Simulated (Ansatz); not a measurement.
Rutile MgF₂, relaxed in Ansatz (plane waves) with several semilocal functionals. Each gives its own volume and its own bulk modulus:

```
level   V0 (Å³/atom)  bulk modulus B0 (GPa)   ln V0   ln B0
------  ------------  ---------------------  ------  ------
LDA           10.419                  111.6  2.3436  4.7149
PBEsol        10.984                  97.34  2.3964  4.5782
PBE           11.381                  90.59  2.4319  4.5063
```

### Question
Fit a straight line to ln B0 against ln V0. What does it predict for r²SCAN, whose volume is 10.842 Å³/atom?

### Answer
With x = ln V0 and y = ln B0: means 2.39063 and 4.59980; Σ(Δx Δy) = -0.009397, Σ(Δx²) = 0.003948, so the slope is -2.38. At x = 2.3834 the line gives y = 4.59980 + (-2.38) × (2.3834 − 2.39063) = 4.6170, or 101.2 GPa. The run with r²SCAN gives 104.6 GPa, +3.4 % from the line. The rows used scatter about it by up to 0.8 %, while the largest value lies 23 % above the smallest. For comparison, PBE's own equation of state has B′ = 4.7, the slope −d ln B/d ln V at a fixed functional; the two needn't agree, since functionals also differ at one volume.

Measured: 105 ± 0.3 GPa (measured, room temperature, not corrected to a static lattice, adiabatic, Reuss average, Brillouin; as tabulated in Single-crystal elastic constants of magnesium difluoride (MgF2) to 7.4 GPa …).

Ansatz's density-functional and Hartree–Fock values are scalar-relativistic unless marked +SOC, with PAW data made under PBE.

Ansatz is an electronic-structure program.
